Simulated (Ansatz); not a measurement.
Results of RPBE in Ansatz (PAW) for bcc Ba.

Run with plane-wave cutoff 520 eV, 16×16×16 k mesh, Fermi–Dirac smearing 0.05 eV, scalar-relativistic PAW data made under PBE.

Energies at three volumes about the minimum:

| V (Å³/atom) | E − E_lowest (meV/atom) |
|---|---|
| 67.314 | 0.46 |
| 68.688 | 0.00 |
| 70.061 | 0.88 |

### Question
Fit a parabola by hand: where is the minimum, what lattice constant follows, and what is the bulk modulus?

### Answer
Slopes: (0.00 − 0.46)/(68.688 − 67.314) = -0.335 and (0.88 − 0.00)/(70.061 − 68.688) = 0.641 meV/Å³. Curvature E″ = 2 × (0.641 − (-0.335))/(70.061 − 67.314) = 0.711 meV/Å⁶. From the middle of the first interval, the slope vanishes at V0 = 68.0010 − (-0.335)/0.711 = 68.472 Å³/atom. B = V0 E″ = 68.472 × 0.711 meV/Å³ × 0.1602 GPa per meV/Å³ = 7.80 GPa. With 2 atoms in the cube, a = (2 × 68.472)^(1/3) = 5.154 Å. The full Birch–Murnaghan fit to all volumes gives V0 = 68.459 Å³/atom and B0 = 7.88 GPa.

Measured, for comparison: bulk modulus 9.34 GPa (corrected for temperature and zero-point phonon effects, our sources range from 9.34 to 10.6; as tabulated in Levämäki et al. (2014), arXiv:1402.3671); lattice constant a 4.995 Å (low-temperature or extrapolated to 0 K; zero-point anharmonic expansion removed, our sources range from 4.995 to 5.004; as tabulated in Csonka et al. (2009), arXiv:0903.4037). Computed (rounded) less measured: bulk modulus -16 % (-16 % to -26 % over the range).

Ansatz is an electronic-structure program.
